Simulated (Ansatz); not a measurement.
# C3H5+ (triplet): energies up the ladder

Wanted for C3H5+ (triplet): energies up the ladder. Charge +1. Spin multiplicity 3.

Program: Ansatz 0.2.0. Level of theory: the levels named in each step. These are calculated values, not measurements.

### Step 1. The structure to begin with

Bond lengths: C1–C2 1.372 Å, C2–C3 1.372 Å, C1–H4 1.074 Å, C1–H5 1.076 Å, C2–H6 1.083 Å, C3–H7 1.074 Å, C3–H8 1.076 Å. Angles: C1–C2–C3 124.3°, C1–C2–H6 117.9°, C3–C2–H6 117.8°, C2–C1–H4 121.7°, C2–C1–H5 120.9°, H4–C1–H5 117.4°, C2–C3–H7 121.7°, C2–C3–H8 120.9°, H7–C3–H8 117.4°.

As a file:

```xyz
8

C    -0.7335    0.4956   -0.8545
C     0.0728   -0.3896   -0.1842
C     0.6656   -0.1324    1.0263
H    -1.1771    0.2486   -1.8014
H    -0.9456    1.4682   -0.4461
H     0.2544   -1.3555   -0.6401
H     1.2909   -0.8577    1.5133
H     0.5195    0.8104    1.5238
```

### Step 2. A rough first relaxation, PBE-D4/def2-SVP

Contents of input.yaml:

```yaml
crystal:
  periodic: [false, false, false]
  atoms:
    - { symbol: C, position_ang: [-0.73352, 0.49558, -0.85449] }
    - { symbol: C, position_ang: [0.07283, -0.38961, -0.18415] }
    - { symbol: C, position_ang: [0.66562, -0.13238, 1.02627] }
    - { symbol: H, position_ang: [-1.17706, 0.24863, -1.80142] }
    - { symbol: H, position_ang: [-0.94555, 1.46816, -0.44608] }
    - { symbol: H, position_ang: [0.25438, -1.35547, -0.64006] }
    - { symbol: H, position_ang: [1.29094, -0.85772, 1.51333] }
    - { symbol: H, position_ang: [0.51952, 0.81038, 1.52379] }
magnetization:
  spin_polarized: true
  initial_magnetization: 2
total_charge: 1
basis:
  gaussian: { orbitals: def2-SVP }
hamiltonian:
  xc: pbe
  dispersion: d4
relax:
  f_tol: 0.03
  max_steps: 200
```

On the command line:

```bash
$ ansatz run input.yaml --threads 4 --pin off --max-ram 10240MiB --backend cpu --events-out ev --progress --plain --runs-dir out
```

After this run come: Relaxation, PBE0-D4/def2-TZVPP; Frequencies, PBE0-D4/def2-TZVPP; Single point, PBE-D4/def2-TZVPP; Single point, r2SCAN-D4/def2-TZVPP; Single point, B3LYP-D4/def2-TZVPP; Single point, wB97M-V/def2-TZVPP; Single point, B2PLYP/def2-TZVPP; Single point, LDA/def2-TZVPP; Single point, PBE0-D4/def2-SVP; Single point, PBE-D4/def2-SVP; Single point, CCSD(T)/def2-TZVPP; Single point, MP2/def2-QZVPP.

**Question.** What will these runs give? Wanted: C1–C2 at PBE0-D4/def2-TZVPP; C2–C3 at PBE0-D4/def2-TZVPP; frequencies at PBE0-D4/def2-TZVPP; energy at CCSD(T)/CBS.

As calculated:

| quantity | value |
| --- | --- |
| C1–C2 at PBE0-D4/def2-TZVPP | 1.411 Å |
| C2–C3 at PBE0-D4/def2-TZVPP | 1.411 Å |
| frequencies at PBE0-D4/def2-TZVPP | 302 to 3244 cm⁻¹ |
| energy at CCSD(T)/CBS | -3175.641 eV |

In words: No mode is imaginary, so the geometry is a minimum. These totals serve in differences with atoms or fragments at the same level; alone they don't rank the methods.
